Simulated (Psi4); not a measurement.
**One shape, several levels: triplet PH3**

We compute a comparison of 3 runs (UHF/STO-3G, UHF/3-21G, UHSE06/aug-cc-pVTZ) of triplet PH3. 

The results are computed with Psi4 1.11.

## (1) Starting point

PH3 has 4 atoms, charge 0, and is taken as a triplet. As SMILES of the parent species, `P`. Geometry: relaxed at PBE0-D4/def2-TZVP. That shape belongs to the parent species and isn't relaxed for this state.

Bond lengths: P1–H2 1.420 Å, P1–H3 1.420 Å, P1–H4 1.420 Å. Angles: H2–P1–H3 93.1°, H2–P1–H4 93.1°, H3–P1–H4 93.1°.

## (2) Energy and gradient at UHF/STO-3G (run 1)

Contents of h3p.xyz:

```xyz
4
H3P
P      0.346000    -0.326500    -0.332800
H      0.630900    -0.034000     1.027000
H     -1.005500    -0.663000    -0.057200
H      0.028700     1.023500    -0.636900
```

Contents of run.py:

```python
import psi4

psi4.set_memory('1600 MB')
psi4.set_num_threads(1)
psi4.core.set_output_file('output.dat', False)

with open('h3p.xyz') as f:
    atoms = ''.join(f.readlines()[2:])
m = psi4.geometry('0 3\n' + atoms + 'symmetry c1')

psi4.set_options({
    'basis': 'STO-3G',
    'reference': 'uhf',
    'puream': True,
    'e_convergence': 1e-09,
    'd_convergence': 1e-08,
    'scf_type': 'pk',
    'maxiter': 200,
})

E, wfn = psi4.gradient("hf", return_wfn=True)
psi4.oeprop(wfn, "QUADRUPOLE", "DIPOLE", "WIBERG_LOWDIN_INDICES", title="HF")
print('gradient / Eh bohr^-1')
print(E.np.round(6))
print(f'energy = {wfn.energy():.10f} Eh')
```

Launch:

```console
$ python run.py
```

output.dat:

```text
[...]
  Running in c1 symmetry.
[...]
  Nuclear repulsion =   17.542621841641523
[...]
  Multiplicity = 3
[...]
  Nalpha       = 10
  Nbeta        = 8
[...]
    Number of basis functions: 12
[...]
   @UHF iter   1:  -338.27098756330474   -7.28991e-01   5.42268e-03 ADIIS/DIIS
[...]
   @UHF iter  21:  -338.27965716948444    1.13687e-13   4.02394e-09 DIIS
[...]
   @S^2 Observed:                2.014781048E+00
[...]
    Orbital Energies [Eh]
    ---------------------
    Alpha Occupied:
       1A    -78.937224     2A     -7.258462     3A     -5.092947
       4A     -5.091893     5A     -5.078769     6A     -0.828282
       7A     -0.497133     8A     -0.469473     9A     -0.415029
      10A      0.065612
    Alpha Virtual:
      11A      0.434327    12A      0.585207
    Beta Occupied:
       1A    -78.923065     2A     -7.235550     3A     -5.069635
[...]
  @UHF Final Energy:  -338.27965716948444
   => Energetics <=
    Nuclear Repulsion Energy =             17.5426218416415232
    One-Electron Energy =                -505.2273907886990401
    Two-Electron Energy =                 149.4051117775730972
    Total Energy =                       -338.2796571694844374
  UHF NO Occupations:
  HONO-2 :    8  A 1.9941214
  HONO-1 :    9  A 1.0000000
[...]
  -Total Gradient:
     Atom            X                  Y                   Z
    ------   -----------------  -----------------  -----------------
       1       -0.066384723061    -0.071529954816     0.141368612057
       2        0.012028261926     0.008585263837    -0.099966227486
       3        0.076395978737     0.033277821300    -0.057490225636
       4       -0.022039517601     0.029666869680     0.016087841065
[...]
 Multipole Moments:
 ------------------------------------------------------------------------------------
     Multipole            Electronic (a.u.)      Nuclear  (a.u.)        Total (a.u.)
 ------------------------------------------------------------------------------------
 L = 1.  Multiply by 2.5417464519 to convert [e a0] to [Debye]
 Dipole X            :          1.6144930           -1.2197313            0.3947617
 Dipole Y            :         -1.2671147            1.1510724           -0.1160422
 Dipole Z            :         -1.7011947            1.1733711           -0.5278236
 Magnitude           :                                                    0.6692535
 L = 2.  Multiply by 1.3450342976 to convert [e a0^2] to [Debye ang]
 Quadrupole XX       :        -17.7144243            6.8748203          -10.8396040
 Quadrupole XY       :         -1.3798134            0.6725223           -0.7072911
[...]
```

Standard output:

```text
gradient / Eh bohr^-1
[[-0.066385 -0.07153   0.141369]
 [ 0.012028  0.008585 -0.099966]
 [ 0.076396  0.033278 -0.05749 ]
 [-0.02204   0.029667  0.016088]]
energy = -338.2796571695 Eh
```

Wall time 1.2 s (1 thread of Intel Xeon 6975P-C (Granite Rapids), shared host); peak memory 0.18 GiB.

## (3) Energy and forces at UHF/3-21G (run 2)

Contents of run.py:

```python
import psi4

psi4.set_memory(1600000000)
psi4.set_num_threads(1)
psi4.core.set_output_file('output.dat', False)

geom = psi4.geometry("""
0 3
P      0.346000    -0.326500    -0.332800
H      0.630900    -0.034000     1.027000
H     -1.005500    -0.663000    -0.057200
H      0.028700     1.023500    -0.636900
symmetry c1
no_reorient
no_com
""")

options = {'basis': '3-21G', 'reference': 'uhf', 'puream': True, 'e_convergence': 1e-09, 'd_convergence': 1e-08, 'scf_type': 'pk', 'maxiter': 200}
psi4.set_options(options)

energy_value, wavefunction = psi4.gradient('hf', return_wfn=True)
psi4.oeprop(wavefunction, 'MULLIKEN_CHARGES', 'DIPOLE', 'MAYER_INDICES', title='HF')
print('gradient / Eh bohr^-1')
print(energy_value.np.round(6))
print(f'energy = {wavefunction.energy():.10f} Eh')
for k, v in sorted(psi4.core.scalar_variables().items()):
    print(f'{k:45s} {v:18.10f}')
```

Launch:

```console
$ python run.py
```

output.dat (excerpt; [...] marks lines left out):

```text
[...]
  Running in c1 symmetry.
[...]
  Nuclear repulsion =   17.542621841641523
[...]
  Multiplicity = 3
[...]
  Nalpha       = 10
  Nbeta        = 8
[...]
    Number of basis functions: 19
[...]
   @UHF iter   1:  -340.45890080452079   -1.24482e-01   5.47692e-03 ADIIS/DIIS
[...]
   @UHF iter  23:  -340.47192491155789   -5.68434e-14   4.22540e-09 DIIS
[...]
   @S^2 Observed:                2.011222470E+00
[...]
  @UHF Final Energy:  -340.47192491155789
   => Energetics <=
    Nuclear Repulsion Energy =             17.5426218416415232
    One-Electron Energy =                -505.1730928847787254
    Two-Electron Energy =                 147.1585461315793282
    Total Energy =                       -340.4719249115578918
  UHF NO Occupations:
  HONO-2 :    8  A 1.9963330
  HONO-1 :    9  A 1.0000000
[...]
  -Total Gradient:
     Atom            X                  Y                   Z
    ------   -----------------  -----------------  -----------------
       1       -0.017685795894    -0.040821132370     0.050200346310
       2       -0.008866445249     0.008585474792    -0.051700609538
       3        0.041431182022     0.027885542588    -0.018460711001
       4       -0.014878940877     0.004350114990     0.019960974228
[...]
 Multipole Moments:
 ------------------------------------------------------------------------------------
     Multipole            Electronic (a.u.)      Nuclear  (a.u.)        Total (a.u.)
 ------------------------------------------------------------------------------------
 L = 1.  Multiply by 2.5417464519 to convert [e a0] to [Debye]
 Dipole X            :         -9.0090806            9.1540223            0.1449417
 Dipole Y            :          8.6658816           -8.6379381            0.0279435
 Dipole Z            :          8.5699595           -8.8044230           -0.2344635
 Magnitude           :                                                    0.2770597
[...]
  Mulliken Charges: (a.u.)
   Center  Symbol    Alpha    Beta     Spin     Total
       1     P     8.10314  6.71203  1.39111  0.18483
       2     H     0.73221  0.37754  0.35467 -0.10975
       3     H     0.73261  0.37729  0.35532 -0.10990
       4     H     0.43204  0.53313 -0.10109  0.03483
   Total alpha = 10.00000, Total beta =  8.00000, Total charge =  0.00000
  Mayer Bond Indices:
  Total Bond Index:
  Irrep: 1 Size: 4 x 4
[...]
```

Standard output:

```text
gradient / Eh bohr^-1
[[-0.017686 -0.040821  0.0502  ]
 [-0.008866  0.008585 -0.051701]
 [ 0.041431  0.027886 -0.018461]
 [-0.014879  0.00435   0.019961]]
energy = -340.4719249116 Eh
CURRENT ENERGY                                   -340.4719249116
CURRENT REFERENCE ENERGY                         -340.4719249116
DD SOLVATION ENERGY                                 0.0000000000
HF KINETIC ENERGY                                 340.5542644724
HF POTENTIAL ENERGY                              -681.0261893840
HF TOTAL ENERGY                                  -340.4719249116
HF VIRIAL RATIO                                     1.9997582190
NUCLEAR REPULSION ENERGY                           17.5426218416
ONE-ELECTRON ENERGY                              -505.1730928848
PCM POLARIZATION ENERGY                             0.0000000000
PE ENERGY                                           0.0000000000
SCF ITERATION ENERGY                             -340.4719249116
SCF ITERATIONS                                     23.0000000000
SCF TOTAL ENERGY                                 -340.4719249116
TWO-ELECTRON ENERGY                               147.1585461316
```

Wall time 1.3 s (1 thread of Intel Xeon 6975P-C (Granite Rapids), shared host); peak memory 0.18 GiB.

## (4) Energy and gradient at UHSE06/aug-cc-pVTZ (run 3)

Contents of calc.py:

```python
import psi4

psi4.set_memory(1600000000)
psi4.set_num_threads(1)
psi4.core.set_output_file('h3p.out', False)

molecule = psi4.geometry("""
0 3
P      0.346000    -0.326500    -0.332800
H      0.630900    -0.034000     1.027000
H     -1.005500    -0.663000    -0.057200
H      0.028700     1.023500    -0.636900
symmetry c1
""")

psi4.set_options({
    'reference': 'uks',
    'puream': True,
    'e_convergence': 1e-09,
    'd_convergence': 1e-08,
    'scf_type': 'pk',
    'dft_radial_points': 99,
    'dft_spherical_points': 590,
    'maxiter': 200,
})

result, w = psi4.gradient("hse06/aug-cc-pVTZ", molecule=molecule, return_wfn=True)
psi4.oeprop(w, "WIBERG_LOWDIN_INDICES", "QUADRUPOLE", "DIPOLE", title="HSE06")
print('gradient / Eh bohr^-1')
print(result.np.round(6))
print(f'energy = {w.energy():.10f} Eh')
for k, v in sorted(psi4.core.scalar_variables().items()):
    print(f'{k:45s} {v:18.10f}')
```

Launch:

```console
$ python calc.py
```

h3p.out (excerpt; [...] marks lines left out):

```text
[...]
  Running in c1 symmetry.
[...]
  Nuclear repulsion =   17.542621841641523
[...]
  Multiplicity = 3
[...]
  Nalpha       = 10
  Nbeta        = 8
[...]
    Number of basis functions: 119
[...]
   @UKS iter   1:  -342.77196242481017   -1.83778e-02   2.54047e-03 ADIIS/DIIS
[...]
   @UKS iter  20:  -342.82392342188774   -3.46745e-12   3.86282e-09 DIIS
[...]
   @S^2 Observed:                2.006711755E+00
[...]
  @UKS Final Energy:  -342.82392342188774
   => Energetics <=
    Nuclear Repulsion Energy =             17.5426218416415232
    One-Electron Energy =                -507.4261400624433236
    Two-Electron Energy =                 165.6030109029963739
    DFT Exchange-Correlation Energy =     -18.5434161040822829
    Empirical Dispersion Energy =           0.0000000000000000
    VV10 Nonlocal Energy =                  0.0000000000000000
    Total Energy =                       -342.8239234218877414
[...]
  -Total Gradient:
     Atom            X                  Y                   Z
    ------   -----------------  -----------------  -----------------
       1       -0.003240300272    -0.037594461804     0.026961437855
       2       -0.009086686856     0.009358763243    -0.034019158854
       3        0.026098609416     0.022954405645    -0.010594339930
       4       -0.013772152818     0.005281604053     0.017652948280
[...]
 Multipole Moments:
 ------------------------------------------------------------------------------------
     Multipole            Electronic (a.u.)      Nuclear  (a.u.)        Total (a.u.)
 ------------------------------------------------------------------------------------
 L = 1.  Multiply by 2.5417464519 to convert [e a0] to [Debye]
 Dipole X            :          1.1367630           -1.2197313           -0.0829683
 Dipole Y            :         -1.1064914            1.1510724            0.0445810
 Dipole Z            :         -1.0737374            1.1733711            0.0996337
 Magnitude           :                                                    0.1371061
 L = 2.  Multiply by 1.3450342976 to convert [e a0^2] to [Debye ang]
 Quadrupole XX       :        -20.8391281            6.8748203          -13.9643078
 Quadrupole XY       :         -1.7162651            0.6725223           -1.0437428
[...]
```

Standard output:

```text
gradient / Eh bohr^-1
[[-0.00324  -0.037594  0.026961]
 [-0.009087  0.009359 -0.034019]
 [ 0.026099  0.022954 -0.010594]
 [-0.013772  0.005282  0.017653]]
energy = -342.8239234219 Eh
CURRENT ENERGY                                   -342.8239234219
CURRENT REFERENCE ENERGY                         -342.8239234219
DD SOLVATION ENERGY                                 0.0000000000
DFT FUNCTIONAL TOTAL ENERGY                      -342.8239234219
DFT TOTAL ENERGY                                 -342.8239234219
DFT VV10 ENERGY                                     0.0000000000
DFT XC ENERGY                                     -18.5434161041
GRID ELECTRONS ALPHA                               10.0000071304
GRID ELECTRONS BETA                                 8.0000000357
GRID ELECTRONS TOTAL                               18.0000071661
NUCLEAR REPULSION ENERGY                           17.5426218416
ONE-ELECTRON ENERGY                              -507.4261400624
PCM POLARIZATION ENERGY                             0.0000000000
PE ENERGY                                           0.0000000000
SCF ITERATION ENERGY                             -342.8239234219
SCF ITERATIONS                                     20.0000000000
SCF TOTAL ENERGY                                 -342.8239234219
TWO-ELECTRON ENERGY                               165.6030109030
XC GRID RADIAL POINTS                              99.0000000000
XC GRID SPHERICAL POINTS                          590.0000000000
XC GRID TOTAL POINTS                           227386.0000000000
```

Wall time 67 s (1 thread of Intel Xeon 6975P-C (Granite Rapids), shared host); peak memory 1.1 GiB.

## (5) The series

| run | level | integration grid | energy (Eh) | dipole moment (D) | ⟨S²⟩ | largest force (eV/Å) | wall time |
| --- | --- | --- | --- | --- | --- | --- | --- |
| 1 | UHF/STO-3G | – | -338.279657 | 1.70 | 2.015 | 8.833 | 1.2 s |
| 2 | UHF/3-21G | – | -340.471925 | 0.70 | 2.011 | 3.449 | 1.3 s |
| 3 | UHSE06/aug-cc-pVTZ | 99 radial × 590 angular | -342.823923 | 0.35 | 2.007 | 2.385 | 67 s |

## (6) What came out

| quantity | value |
| --- | --- |
| run 3: total energy | -342.82392 Eh |
| run 3: dipole moment | 0.35 D |
| run 3: HOMO energy (highest over α and β) | -2.07 eV |
| run 3: ⟨S²⟩ | 2.007 |
| run 3: largest force on an atom | 2.385 eV/Å |

In words: The dipole moment (its size) runs from 0.35 D (UHSE06/aug-cc-pVTZ) to 1.70 D (UHF/STO-3G). The two ends differ in method and basis. The two dipoles point in opposite directions. In run 1 the basis is minimal, so the values are rough. All runs together took 69 s, the longest 67 s.
